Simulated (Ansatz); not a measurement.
Total energies of cyclo-(PH)4 (P₄H₄) from Ansatz at PBE-D4/def2-TZVP, gas phase (1 Eh = 27.2114 eV = 2625.5 kJ/mol). The reference geometry is relaxed at r2SCAN-D4/def2-SVP.

Cartesian coordinates in Å:
```
P 1.2863 0.7260 0.7314
P -0.1563 -0.8842 1.4542
P -1.5964 0.3586 0.1982
P 0.1572 0.5386 -1.2210
H 2.3812 -0.1421 0.4169
H 0.1573 -1.7993 0.3895
H -2.2648 -0.7342 -0.4425
H 0.0356 1.9368 -1.5267
```

```json
{"state": "charge 0 singlet", "geometry": "reference", "energy (Eh)": "-1367.25004"}
{"state": "charge 1 doublet", "geometry": "reference", "energy (Eh)": "-1366.94087"}
{"state": "charge 1 doublet", "geometry": "relaxed at r2SCAN-D4/def2-SVP", "energy (Eh)": "-1366.95184"}
{"state": "free P atom (quartet)", "geometry": "–", "energy (Eh)": "-341.10299"}
{"state": "free H atom (doublet)", "geometry": "–", "energy (Eh)": "-0.49962"}
```

Problem. Work out the vertical ionisation energy to the doublet.

Solution. E(charge 1 doublet) − E(charge 0 singlet) = -1366.94087 − (-1367.25004) = 0.30917 Eh = 8.41 eV. For comparison, −ε of the highest occupied level is 5.80 eV at this level, 2.61 eV less.

Problem. How much does the charge 1 doublet relax, and what is the adiabatic ionisation energy?

Solution. Relaxation: -1366.94087 − (-1366.95184) = 0.01097 Eh = 0.30 eV. Adiabatic ionisation energy: 0.29820 Eh = 8.11 eV, without zero-point energy. 

Problem. What is the binding energy per atom against free atoms?

Solution. Atoms: 4 × (-341.10299) + 4 × (-0.49962) = -1366.41044 Eh. Binding: -1366.41044 − (-1367.25004) = 0.83960 Eh = 22.85 eV, or 2.86 eV for each of 8 atoms (no zero-point energy, no counterpoise term).
